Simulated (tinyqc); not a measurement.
Orbital energy against energy difference: ionisation energy by orbital energies and by energy differences in the 6-31g* basis, for H2O, spin multiplicity 1. Computed by the program tinyqc with PySCF. The cation is unrestricted; errors are against CCSD(T) in this basis, not against experiment.

Geometry (angstrom):
```
atom       x        y       z
O     0.0000   0.0000  0.0000
H     0.0000   0.7070  0.6010
H     0.0000  -0.6980  0.5930
```

CCSD(T) difference in the same basis = 12.2022 eV

IP-EOM-CCSD = 12.0267 eV

First vertical ionisation energy (eV):
```
method   -e(HOMO)  E(cation) - E  error of -e(HOMO)  error of the difference
HF         13.667       11.05364              1.465                   -1.149
LDA         6.398       12.89558             -5.804                    0.693
PBE         6.305       12.54871             -5.897                    0.346
B3LYP       8.037       12.59591             -4.165                    0.394
PBE0        8.408       12.47802             -3.794                    0.276
LC-wPBE    11.392       12.63449             -0.810                    0.432
```

Estimate the missing row, method = CAM-B3LYP.

Computed row:
```
method     -e(HOMO)  E(cation) - E  error of -e(HOMO)  error of the difference
CAM-B3LYP     9.933       12.59093             -2.270                    0.389
```

Koopmans errs by +1.46 eV and Delta-HF by -1.15 eV: relaxation, 2.61 eV, lowers the value and the missing correlation difference works against it. The PBE level is off by -5.9 eV through the wrong tail of its potential, though its energy difference is off by +0.35 eV; exact exchange deepens the level, and among the orbital energies LC-wPBE comes closest; among the differences PBE0 does.
